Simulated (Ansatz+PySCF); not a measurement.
# doublet N2H: levels of theory in one basis

```xyz
3

N     0.0000    0.0000    0.0000
N     1.1782    0.0000    0.0000
H     1.6450    0.9366    0.0000
```

Basis set: cc-pVTZ (spherical functions). Frozen core: 2 orbitals. Correlation on ROHF uses semicanonical orbitals with singles. Charge 0, multiplicity 2.

Computed with Ansatz (development build ahead of 0.2.0) and PySCF 2.14.0; each method stands on the lowest determinant of its kind that the runs found.

```tsv
method	E − E(ROHF) (eV)	<S²> of the determinant
ROHF	0.00	0.75
UHF	-0.25	0.88
ROHF-MP2	-10.29	–
UHF-CCSD	-10.59	0.88
ROHF-CCSD(T)	-11.09	–
UHF-CCSD(T)	-11.08	0.88
```

**Question.** What does UHF-MP2 give on the same scale?

**Answer.** -9.96 eV.

Caution for UHF, UHF-MP2, UHF-CCSD, UHF-CCSD(T): the unrestricted determinant is spin contaminated. Caution for ROHF-MP2, UHF-MP2: forces differ strongly between restricted and unrestricted references.
